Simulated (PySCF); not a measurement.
# NH3 (ammonia): levels of theory compared

We compute a comparison of 4 runs (PBE/6-31G, SVWN5/6-31G, wB97X-V/6-31G, CCSDT/6-31G) of NH3 (ammonia). Input form: a Python script.

The calculation is run with PySCF 2.14.0.

5 further runs of the same task are left out: 5 set aside as unsound or not needed.

## Step 1: The molecule

The species is NH3 (4 atoms), meant as a singlet with charge 0. As SMILES, `N`. The N1–H2 distance was set to 1.519 Å, away from the relaxed value. At this shape a bond of the SMILES string is far longer than usual.

Bond lengths: N1–H3 1.013 Å, N1–H4 1.013 Å. Angles: H3–N1–H4 107.1°. A long bond or contact: N1–H2 1.519 Å.

## Step 2: A single-point energy at PBE/6-31G (run 1)

File job.py:

```python
from pyscf import gto, dft

molecule = gto.M(
    atom='N -0.350120 0.525135 -0.208218; H 0.490470 -0.301820 0.749180; H -1.167690 -0.026275 -0.438058; H 0.186710 0.629945 -1.060348',
    verbose=3,
    charge=0,
    max_memory=1860,
    spin=0,
    basis='6-31g',
)

calc0 = dft.RKS(molecule)
calc0.xc = 'pbe'
calc0.grids.level = 5
calc0.conv_tol = 1e-10
calc0.kernel()
if not calc0.converged:
    calc0 = calc0.newton().run(calc0.mo_coeff, calc0.mo_occ)

energy = calc0.e_tot
print('Final energy', energy)
```

On the command line:

```sh
$ OMP_NUM_THREADS=1 python job.py
```

Output:

```text
converged SCF energy = -56.3775097476895
Final energy -56.37750974768945
```

It took 1.6 s on 1 thread of Arm Neoverse V1, shared host; peak memory 0.16 GiB.

## Step 3: A single-point energy at SVWN5/6-31G (run 2)

File job.py:

```python
from pyscf import gto, dft

mol = gto.M(
    atom='''
N     -0.661631     0.992361    -0.393475
H      0.926854    -0.570357     1.415745
H     -2.206614    -0.049653    -0.827810
H      0.352831     1.190424    -2.003767
''',
    max_memory=1860,
    basis='6-31g',
    unit='bohr',
    charge=0,
    verbose=4,
)

calc0 = dft.RKS(mol)
calc0.xc = 'svwn'
calc0.conv_tol = 1e-10
calc0.grids.level = 5
calc0.kernel()
if not calc0.converged:
    calc0 = calc0.newton().run(calc0.mo_coeff, calc0.mo_occ)

e_final = calc0.e_tot
print(f'total energy: {e_final:.8f} hartree')
```

On the command line:

```sh
$ OMP_NUM_THREADS=1 python job.py
```

Output:

```text
PySCF version 2.14.0

[... 72 lines left out ...]
converged SCF energy = -55.9652348336165
total energy: -55.96523483 hartree
```

Wall time 1.3 s (1 thread of Arm Neoverse V1, shared host); peak memory 0.13 GiB.

Run 3 isn't shown in full; the table further down has it.

## Step 4: The energy at CCSDT/6-31G (run 4)

File input.py:

```python
from pyscf import gto, cc

mol = gto.M(
    atom='N -0.350120 0.525135 -0.208218; H 0.490470 -0.301820 0.749180; H -1.167690 -0.026275 -0.438058; H 0.186710 0.629945 -1.060348',
    verbose=4,
    basis='6-31g',
    max_memory=1860,
)

hf = mol.RHF()
hf.conv_tol = 1e-10
hf.kernel()
if not hf.converged:
    hf = hf.newton().run(hf.mo_coeff, hf.mo_occ)

mycc = cc.CCSDT(hf, frozen=1)
mycc.kernel()
e_tot = mycc.e_tot
print(f'total energy: {e_tot:.8f} hartree')
```

On the command line:

```sh
$ OMP_NUM_THREADS=1 python input.py
```

Output:

```text
PySCF version 2.14.0

[... 58 lines left out ...]
converged SCF energy = -56.0664432267489
[... 16 lines left out ...]
WARN: A large `blksize` is being used, which may cause large memory consumption
[... 3 lines left out ...]
WARN: A large `blksize_oovv` is being used, which may cause large memory consumption
[... 3 lines left out ...]
WARN: A large `blksize_oooo` is being used, which may cause large memory consumption
[... 10 lines left out ...]
Init t2, MP2 energy = -56.197154969553  E_corr(MP2) -0.130711742804
[... 14 lines left out ...]
RCCSDT converged
[... 3 lines left out ...]
total energy: -56.21897100 hartree
```

Wall time 1.1 s (1 thread of Arm Neoverse V1, shared host); peak memory 0.12 GiB.

## Step 5: All runs side by side

| run | level | nlc grid | integration grid | energy (Eh) | dipole moment (D) of the reference | HOMO energy (eV) | LUMO energy (eV) | wall time |
| --- | --- | --- | --- | --- | --- | --- | --- | --- |
| 1 | PBE/6-31G | – | 5 | -56.377510 | 2.11 | -5.12 | -1.59 | 1.6 s |
| 2 | SVWN5/6-31G | – | 5 | -55.965235 | 2.21 | -5.06 | -1.63 | 1.3 s |
| 3 | wB97X-V/6-31G | 1 | 5 | -56.420935 | 2.19 | -9.48 | 1.85 | 7.8 s |
| 4 | CCSDT/6-31G | – | – | -56.218971 | 2.23 | -11.16 | 3.41 | 1.1 s |

## Step 6: What came out

| quantity | value |
| --- | --- |
| run 4: total energy | -56.21897 Eh |
| run 4: dipole moment (Hartree–Fock density) | 2.23 D |
| run 4: HOMO energy (Hartree–Fock orbitals) | -11.16 eV |
| run 4: LUMO energy (Hartree–Fock orbitals) | 3.41 eV |
| run 4: HOMO–LUMO gap (Hartree–Fock orbitals) | 14.57 eV |
| run 4: correlation energy (1 core orbital frozen) | -152.5 mEh |
| run 4: T1 diagnostic | 0.013 |

**Reading.** Over runs 1, 2, 3 the dipole moment (its size) runs from 2.11 D (PBE/6-31G) to 2.21 D (SVWN5/6-31G). Over runs 1, 2, 3 the HOMO–LUMO gap runs from 3.43 eV (SVWN5/6-31G) to 11.33 eV (wB97X-V/6-31G). Totals of different functionals can't be ranked against each other. All runs together took 12 s, the longest 7.8 s.
